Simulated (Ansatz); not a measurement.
Geometry optimisation, Ansatz, RKS PBE/def2-SVP.

Input file:

```yaml
crystal:
  periodic: [false, false, false]
  atoms:
    - { symbol: "N", position_ang: [-1.5564, 0.1819, -0.6952] }
    - { symbol: C, position_ang: [-0.3276, 0.3672, -0.6234] }
    - { symbol: Si, position_ang: [0.6326, -0.4215, 0.7423] }
    - { symbol: H, position_ang: [-1.8919, 0.7438, -1.5289] }
    - { symbol: H, position_ang: [0.2377, 0.9591, -1.3786] }
    - { symbol: H, position_ang: [0.2573, 0.0868, 2.0985] }
    - { symbol: H, position_ang: [2.133, -0.0831, 0.5986] }
    - { symbol: H, position_ang: [0.6075, -1.8913, 0.7309] }
basis:
  gaussian: { orbitals: def2-SVP }
hamiltonian:
  xc: pbe
relax:
  f_tol: 0.02
  max_steps: 50
```

Launched with:

```bash
$ ansatz run input.yaml --threads 1 --pin off --max-ram 2048MiB --backend cpu --events-out ev --progress --plain --runs-dir out
```

Question: Where does it end, and by what steps?

Answer: The forces met the threshold. After 5 steps the energy has fallen by 0.198 eV; H4 moved furthest, 0.11 Å.

| step | energy less start (eV) | largest force component (eV/Å) | accepted |
| --- | --- | --- | --- |
| 0 | 0.0000 | 3.219 | yes |
| 1 | -0.1438 | 0.843 | yes |
| 2 | -0.1726 | 0.707 | yes |
| 3 | -0.1883 | 0.378 | yes |
| 4 | -0.1976 | 0.098 | yes |
| 5 | -0.1982 | 0.018 | yes |

```xyz
8
Properties=species:S:1:pos:R:3
N -1.549 0.185 -0.694
C -0.281 0.392 -0.654
Si 0.710 -0.423 0.766
H -1.977 0.679 -1.503
H 0.264 1.024 -1.403
H 0.221 0.096 2.089
H 2.173 -0.096 0.620
H 0.531 -1.914 0.723
```

Whether the end is a true minimum wasn't checked by a vibrational analysis.

The run took 12 s on 1 thread of Arm Neoverse V1 (shared host), peak memory 0.12 GiB.
